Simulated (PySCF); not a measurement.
**CCl₂ + 2 HF → CF₂ + 2 HCl**

Level: PBE0 in the def2-TZVP basis family, all electrons, no relativity, computed in PySCF with density fitting; open shells unrestricted.

```csv
species,state and structure,ZPE (kJ/mol),H(298 K) − H(0) (kJ/mol),S° (J/(mol K))
CCl₂,"singlet, C2v, C–Cl 1.708 Å (×2); Cl–C–Cl 109.5°",11.2,11.4,264.3
HF,"singlet, C∞v, H–F 0.920 Å",24.9,8.7,173.6
CF₂,"singlet, C2v, C–F 1.296 Å (×2); F–C–F 104.8°",18.6,10.3,240.6
HCl,"singlet, C∞v, H–Cl 1.279 Å",17.9,8.7,186.6
```

(1) Is the gas-phase reaction uphill or downhill in electronic energy at this level, and by how much?

(2) Add zero-point, thermal and entropy terms for 298.15 K and 1 bar.

Answers

(1) At PBE0/def2-TZVP, ΔE = -70.2 kJ/mol, downhill. Ligand exchange with HF takes part in thermal etching.

(2) ΔZPE = -6.6 and Δ[H(298) − H(0)] = -1.1 kJ/mol give ΔH° = -77.9 kJ/mol. ΔS° = 2.3 J/(mol K), so ΔG° = -77.9 − 298.15 × (0.0023) = -79 kJ/mol and log₁₀K = 13.8.

Each species is the lowest minimum found with this bonding; other isomers or fragments can lie lower.
